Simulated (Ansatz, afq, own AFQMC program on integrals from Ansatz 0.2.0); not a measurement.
**BGeH⁺, doublet in cc-pVDZ, levels against CCSDT(Q)**

```yaml
atoms:
  - { symbol: Ge, position_ang: [0.0000, 0.0000, 1.6897] }
  - { symbol: B, position_ang: [0.0000, 0.0000, -0.2506] }
  - { symbol: H, position_ang: [0.0000, 0.0000, -1.4391] }
```

Connectivity, by distances: Ge–BH.

Basis cc-pVDZ. Noble-gas cores (and the filled d shells of Ga–Kr and In–Xe) are frozen. Ansatz 0.2.0 and our own AFQMC program on the same integrals; the CISD trial comes from CCSD amplitudes, and released means the phaseless constraint is let go. Free AFQMC starts from the CCSD state and is never constrained. Its projection time is finite, and what remains of the start isn't in its error. Uncertainties: one standard error, sampling alone. No spin–orbit coupling.

Determinant: UHF, the one that the program's search chose, which needn't be the lowest solution. The geometry is a PBE0/def2-TZVP stationary point of this or a neighbouring charge and spin state.

No full CI on the walks' own integrals is used here; CCSDT(Q) serves as the reference and is uncertain by about the last step of the cluster series.

Cautions: no relativity below Rb; no spin-orbit coupling; inner d shell frozen; an unrestricted solution with more broken spin lies lower (33 meV, ⟨S²⟩ 1.03).

The T1 diagnostic is 0.0125. The weight of the determinant in the CISD state is 0.898, the ⟨S²⟩ of the determinant is 0.757 and the size of the correlated space is 7 electrons in 31 orbitals.

| level | correlation energy (eV) |
| --- | --- |
| MP2 | -2.7963 |
| CCSD | -3.6839 |
| CCSD(T) | -3.7797 |

Q: Estimate where free-projection AFQMC lies against CCSD(T) on the same integrals.

A: 3.2 ± 0.8 kJ/mol below CCSD(T).

Reference: CCSDT(Q), correlation energy -3.812 eV. The released energy is read at 1.50 1/Eh (meV from the phaseless value at times in 1/Eh: 5 ± 9 at 0.24, 4 ± 6 at 0.50, 4 ± 8 at 1.00, 16 ± 10 at 1.50).

| level | E − E(reference) (kJ/mol) | share of correlation (%) |
| --- | --- | --- |
| CCSD(T) | 3.1 | 99.14 |
| CCSDT | 0.4 | 99.89 |
| ph-AFQMC/CISD | -1.3 ± 0.8 | 100.35 |
| released AFQMC | 0.2 ± 1.0 | 99.94 |
| free AFQMC | 0.0 ± 0.8 | 100.00 |

Free projections are given only where their last times agree within the noise and don't stop above the reference; a slow remainder of the start can still hide under it. A walk keeps the symmetry of its determinant, which the program's search chose and which needn't be the lowest solution, so a lower state of the same spin and another symmetry isn't excluded. Released energies are given only where the last usable release times agree within the noise; a slower fall can still hide under it.
